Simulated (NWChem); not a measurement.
Molecule: CS; SMILES [C-]#[S+]

Computed with NWChem. Pople sets run with spherical d functions. Each level has its own optimisation; frequencies are unscaled.

```json
[
 {"level": "Hartree-Fock/STO-3G", "r C–S (Å)": "1.519", "highest harmonic frequency (cm⁻¹)": "1576", "zero-point energy (kcal/mol)": "2.3", "dipole (D)": "1.01"},
 {"level": "Hartree-Fock/3-21G", "r C–S (Å)": "1.563", "highest harmonic frequency (cm⁻¹)": "1285", "zero-point energy (kcal/mol)": "1.8", "dipole (D)": "0.85"},
 {"level": "Hartree-Fock/6-31G*", "r C–S (Å)": "1.519", "highest harmonic frequency (cm⁻¹)": "1429", "zero-point energy (kcal/mol)": "2.0", "dipole (D)": "1.35"},
 {"level": "B3LYP/6-31G*", "r C–S (Å)": "1.547", "highest harmonic frequency (cm⁻¹)": "1292", "zero-point energy (kcal/mol)": "1.8", "dipole (D)": "1.52"},
 {"level": "LDA (Slater exchange, VWN5)/def2-SVP", "r C–S (Å)": "1.542", "highest harmonic frequency (cm⁻¹)": "1303", "zero-point energy (kcal/mol)": "1.9", "dipole (D)": "1.95"},
 {"level": "PBE/def2-SVP", "r C–S (Å)": "1.553", "highest harmonic frequency (cm⁻¹)": "(withheld)", "zero-point energy (kcal/mol)": "1.8", "dipole (D)": "1.82"},
 {"level": "BLYP/def2-SVP", "r C–S (Å)": "1.556", "highest harmonic frequency (cm⁻¹)": "1256", "zero-point energy (kcal/mol)": "1.8", "dipole (D)": "1.84"},
 {"level": "PBE0/def2-SVP", "r C–S (Å)": "1.535", "highest harmonic frequency (cm⁻¹)": "1350", "zero-point energy (kcal/mol)": "1.9", "dipole (D)": "1.80"}
]
```

Question: Fill in the missing entries.

Answer: 
- PBE/def2-SVP, highest harmonic frequency (cm⁻¹): 1276
